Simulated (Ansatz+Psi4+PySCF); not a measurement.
Values are calculated unless marked as measured or tabulated.
A run of PySCF 2.14.0 on doublet H₂F₂(+) in separate pieces at this shape:

```json
{"atom": "F", "x (Å)": "0.0934", "y (Å)": "0.0000", "z (Å)": "-2.0000"}
{"atom": "H", "x (Å)": "-0.8405", "y (Å)": "0.0000", "z (Å)": "-2.0000"}
{"atom": "F", "x (Å)": "-0.0934", "y (Å)": "0.0000", "z (Å)": "2.0000"}
{"atom": "H", "x (Å)": "0.8405", "y (Å)": "0.0000", "z (Å)": "2.0000"}
```

Its results:

* Converged: yes
* Reference energy: -199.54395 hartree
* Correlation energy: -0.53710 hartree
* Total energy: -200.08105 hartree
* Spin squared of the determinant: 0.773

Messages of the program:
```
WARN: HOMO -0.65961176002044 >= LUMO -0.65961176002044
WARN: HOMO -0.65961176002044 >= LUMO -0.65961176002044
```

Task: Which input gives this output? Name the method, the orbitals and the basis set, and write the input.

Result: UHF-MP2 in cc-pVTZ.

```python
from pyscf import gto, scf, mp

mol = gto.M(atom="""
F 0.093390 0.000000 -2.000000
H -0.840500 0.000000 -2.000000
F -0.093390 0.000000 2.000000
H 0.840500 0.000000 2.000000
""", basis='cc-pvtz', charge=1, spin=1)
mf = scf.UHF(mol)
mf.kernel()
pt = mp.MP2(mf, frozen=2).run()
print(mf.e_tot, pt.e_corr, pt.e_tot)
```

The reference isn't the lowest determinant (another lies 1.40 eV lower), but the same method gives a higher total on the lower determinant. Caution: MP2 on this radical cation hangs on the determinant chosen; the charge can sit on one fragment and break the point group.
